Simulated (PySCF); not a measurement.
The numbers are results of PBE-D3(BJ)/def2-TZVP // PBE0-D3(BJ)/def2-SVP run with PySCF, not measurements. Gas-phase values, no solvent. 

Reference species (SMILES): `N` (neutral, multiplicity 1).

```json
{
  "dipole_moment": "1.75 D",
  "HOMO": "-6.07 eV"
}
```

Changed species: `S` (free base H2S; the reference has free base NH3).

Question: Give the shifts of the dipole moment and HOMO.

Answer: the dipole moment falls by 0.62 D, to 1.13 D; the HOMO drops by 0.12 eV, to -6.19 eV.
